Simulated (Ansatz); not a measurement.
**SiF+ (triplet): from Hartree-Fock to the top rungs, def2-TZVPP**

An exercise on one series of results from a longer session: the logs are not shown, and one member is left open.

Method: def2-TZVPP, core rule «outside noble gas», up to 6 orbitals frozen; program: Ansatz 0.2.0, Gaussian basis.

To be run: UHF; ROHF; CCSD(T) on UHF.

2 further runs of the same task are left out: 2 set aside as unsound or not needed.

## The geometry

The geometry is a PBE0/def2-TZVP stationary point (not a proven minimum).

2 atoms, charge 1, spin multiplicity 3.

Atoms are counted from 1 here; the program's logs count them from 0.

Bond lengths: Si1–F2 1.555 Å.

The first run:

Contents of in.yaml:

```yaml
crystal:
  periodic: [false, false, false]
  atoms:
    - {symbol: Si, position_ang: [0.000000, 0.000000, 0.000000]}
    - {symbol: F, position_ang: [0.000000, 0.000000, 1.554800]}
basis:
  gaussian: {orbitals: def2-TZVPP}
total_charge: 1
magnetization: {spin_polarized: true, initial_magnetization: 2}
hamiltonian: {xc: hf}
output: {orbitals: {seedname: orbitals}}
```

On the command line:

```sh
ansatz run in.yaml --threads 1 --pin off --events-out ev --progress --plain --max-ram 2816MiB --backend cpu
```

Steps of the session up to this table: UHF; ROHF; CCSD(T) on UHF.

One of the session's tables, all rows but one given; the rest of the session is left out.

| method | from UCCSD(T) (meV) |
| --- | --- |
| ROHF | ? |
| UHF | +8252.0 |
| UMP2 | +365.3 |
| UCCSD | +265.8 |
| UCCSD(T) | 0 |

Q: Estimate the row for ROHF from the others.

The run gave: from UCCSD(T) (meV): +8285.1. In the column «from UCCSD(T) (meV)» it is the highest.
